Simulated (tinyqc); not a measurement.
G0W0 on RHF in the sto-3g basis, for H2O, spin multiplicity 1, step by step. One step of it, computed by the program tinyqc.

Problem. Iteration 9 (converged): orbitals. Diagonalise F' = X^T F X, C = X C', fill 5 alpha and 5 beta electrons from the bottom; D = 2 C_occ C_occ^T. Each column has its largest component positive (the first on a tie).

converged F (hartree), order 1O 1s, 1O 2s, 1O 2px, 1O 2py, 1O 2pz, 2H 1s, 3H 1s:
$$\begin{pmatrix}
-20.274393 & -5.166225 & 0.000000 & 0.000284 & -0.023376 & -0.696377 & -0.725748 \\
-5.166225 & -2.403724 & 0.000000 & 0.002561 & -0.057117 & -0.690954 & -0.712092 \\
0.000000 & 0.000000 & -0.393006 & 0.000000 & 0.000000 & 0.000000 & 0.000000 \\
0.000284 & 0.002561 & 0.000000 & -0.204595 & 0.003408 & -0.320073 & 0.325571 \\
-0.023376 & -0.057117 & 0.000000 & 0.003408 & -0.242653 & -0.319367 & -0.324255 \\
-0.696377 & -0.690954 & 0.000000 & -0.320073 & -0.319367 & -0.350706 & -0.224205 \\
-0.725748 & -0.712092 & 0.000000 & 0.325571 & -0.324255 & -0.224205 & -0.364272
\end{pmatrix}$$

X, order 1O 1s, 1O 2s, 1O 2px, 1O 2py, 1O 2pz, 2H 1s, 3H 1s:
$$\begin{pmatrix}
1.023321 & -0.133830 & 0.000000 & 0.000195 & -0.006558 & 0.016822 & 0.017309 \\
-0.133830 & 1.123640 & 0.000000 & -0.002188 & 0.060125 & -0.184820 & -0.192642 \\
0.000000 & 0.000000 & 1.000000 & 0.000000 & 0.000000 & 0.000000 & 0.000000 \\
0.000195 & -0.002188 & 0.000000 & 1.052122 & -0.001152 & -0.143792 & 0.147695 \\
-0.006558 & 0.060125 & 0.000000 & -0.001152 & 1.035540 & -0.110081 & -0.113926 \\
0.016822 & -0.184820 & 0.000000 & -0.143792 & -0.110081 & 1.097941 & -0.062070 \\
0.017309 & -0.192642 & 0.000000 & 0.147695 & -0.113926 & -0.062070 & 1.103753
\end{pmatrix}$$

Give: F' = X^T F X; orbital energies; coefficients C; D after iteration 9.

Solution.

F' = X^T F X (hartree):
$$\begin{pmatrix}
-19.9023 & -2.6773 & 0.0000 & 0.0007 & -0.0511 & -0.0617 & -0.0679 \\
-2.6773 & -1.3559 & 0.0000 & -0.0018 & 0.0959 & -0.3433 & -0.3556 \\
0.0000 & 0.0000 & -0.3930 & 0.0000 & 0.0000 & 0.0000 & 0.0000 \\
0.0007 & -0.0018 & 0.0000 & -0.0341 & 0.0005 & -0.3519 & 0.3576 \\
-0.0511 & 0.0959 & 0.0000 & 0.0005 & -0.1210 & -0.2923 & -0.2984 \\
-0.0617 & -0.3433 & 0.0000 & -0.3519 & -0.2923 & -0.0390 & -0.0677 \\
-0.0679 & -0.3556 & 0.0000 & 0.3576 & -0.2984 & -0.0677 & -0.0364
\end{pmatrix}$$

orbital energies (hartree): MO1 -20.2824, MO2 -1.1929, MO3 -0.5048, MO4 -0.4410, MO5 -0.3930, MO6 0.4311, MO7 0.5013

coefficients C, order 1O 1s, 1O 2s, 1O 2px, 1O 2py, 1O 2pz, 2H 1s, 3H 1s:
$$\begin{pmatrix}
0.9946 & -0.2427 & -0.0047 & 0.0895 & 0.0000 & -0.0975 & 0.0103 \\
0.0231 & 0.9112 & 0.0244 & -0.4526 & 0.0000 & 0.5616 & -0.0620 \\
0.0000 & 0.0000 & 0.0000 & 0.0000 & 1.0000 & 0.0000 & 0.0000 \\
-0.0001 & -0.0027 & 0.6259 & 0.0227 & 0.0000 & 0.0791 & 0.8666 \\
0.0028 & 0.0696 & -0.0264 & 0.7131 & 0.0000 & 0.7627 & -0.0730 \\
-0.0039 & 0.1303 & 0.4447 & 0.3764 & 0.0000 & -0.7220 & -0.6315 \\
-0.0040 & 0.1352 & -0.4672 & 0.3410 & 0.0000 & -0.6005 & 0.7622
\end{pmatrix}$$

D after iteration 9, order 1O 1s, 1O 2s, 1O 2px, 1O 2py, 1O 2pz, 2H 1s, 3H 1s:
$$\begin{pmatrix}
2.1122 & -0.4775 & 0.0000 & -0.0007 & 0.0995 & -0.0078 & -0.0082 \\
-0.4775 & 2.0723 & 0.0000 & 0.0052 & -0.5197 & -0.0818 & -0.0853 \\
0.0000 & 0.0000 & 2.0000 & 0.0000 & 0.0000 & 0.0000 & 0.0000 \\
-0.0007 & 0.0052 & 0.0000 & 0.7846 & -0.0011 & 0.5731 & -0.5701 \\
0.0995 & -0.5197 & 0.0000 & -0.0011 & 1.0281 & 0.5315 & 0.5298 \\
-0.0078 & -0.0818 & 0.0000 & 0.5731 & 0.5315 & 0.7129 & -0.1235 \\
-0.0082 & -0.0853 & 0.0000 & -0.5701 & 0.5298 & -0.1235 & 0.7057
\end{pmatrix}$$
